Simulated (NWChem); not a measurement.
formic acid (CH₂O₂); SMILES O=CO

```xyz
5

O      0.1305    -1.1170     0.0000
C     -0.4047     0.1193     0.0000
O      0.2230     1.1477     0.0000
H      1.1014    -1.0021     0.0000
H     -1.5016     0.0403     0.0000
```
Atoms are numbered in this order, from 1.

All runs: NWChem. Pople sets run with spherical d functions. All runs use the structure optimised with B3LYP/6-31G* (spherical d). Total energies compare along this basis series because the functional is fixed.

| level | basis functions | energy (Ha) | highest occupied level (eV) | orbital gap (eV) | dipole (D) |
|---|---|---|---|---|---|
| PBE/STO-3G | 17 | -186.9564 | -2.80 | 5.12 | 1.18 |
| PBE/3-21G | 31 | -188.4946 | -6.18 | 5.57 | 1.29 |
| PBE/6-31G* | 46 | -189.5504 | -6.43 | 5.55 | 1.42 |
| PBE/6-31+G* | 58 | -189.5647 | -6.99 | 5.51 | 1.46 |
| PBE/6-311G** | 66 | -189.6166 | -6.65 | 5.51 | 1.42 |
| PBE/6-311++G** | 80 | -189.6255 | -7.01 | 5.43 | 1.47 |
